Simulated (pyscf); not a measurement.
`[OH][Si]([OH])([F])[O][SiH3]` + `[FH]` → `[OH][Si]([OH])([F])[F]` + `[OH][SiH3]`, a four-centre exchange (singlet surface; O–Si, F–H broken, F–Si, H–O formed). PySCF, gas phase, ωB97X-D3(BJ)/def2-SVP geometries. Energies in kcal/mol from the separated reactants.

Small-basis levels: PySCF, no dispersion term, spherical d functions. 

### Question
Quick BP86/6-31G* single points give ΔE‡ = 0.5 kcal/mol and ΔE = -13.1 kcal/mol. What does ωB97M-D3(BJ)/def2-TZVP give, and how far is the quick result from it?

### Answer
ωB97M-D3(BJ)/def2-TZVP gives ΔE‡ = 15.3 kcal/mol and ΔE = -5.3 kcal/mol. BP86/6-31G* lies 14.8 kcal/mol under it in the barrier and 7.8 kcal/mol under it in the reaction energy, so on this step it does not hold to within 3.0 kcal/mol. ωB97M-D3(BJ)/def2-TZVP has limits of its own. On the reactant side the descent ends in a complex, 8.0 kcal/mol under the separated species and 23.7 kcal/mol under the saddle at ωB97X-D3(BJ)/def2-TZVP. On the product side the descent ends in an adduct with a O–Si contact (not fully relaxed), 0.9 kcal/mol under the separated species and 20.0 kcal/mol under the saddle at ωB97X-D3(BJ)/def2-TZVP. What is counted as broken (O–Si) persists as a longer contact in the product adduct; parting that adduct is a step of its own. This is the saddle that the search found; another between the same sides may lie lower.
